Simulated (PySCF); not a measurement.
O₂, SMILES O=O (connectivity only; charge and spin as stated), charge +1, multiplicity 2. Atoms are numbered in the order given.

```xyz
2

O      0.0000     0.0000    -0.5529
O      0.0000     0.0000     0.5529
```
Charge +1, spin multiplicity 2.

Geometry optimised at B3LYP-D3(BJ)/def2-TZVPD.

Two levels are set side by side: PBE/pcH-1 (PySCF) and PBE0/pcH-1 (PySCF). Contact hyperfine couplings, same geometry. Differences are taken from unrounded values.

| quantity | PBE0 | PBE | PBE minus PBE0 |
|---|---|---|---|
| A(iso) of 17O, atom O1 (MHz) | -34.3 | -13.5 | 20.8 |
| A(iso) of 17O, atom O2 (MHz) | -34.3 | -13.5 | 20.8 |

Rough cost on one machine, each run with all the roots and properties that it gave: PBE0 against PBE within a factor of 2.
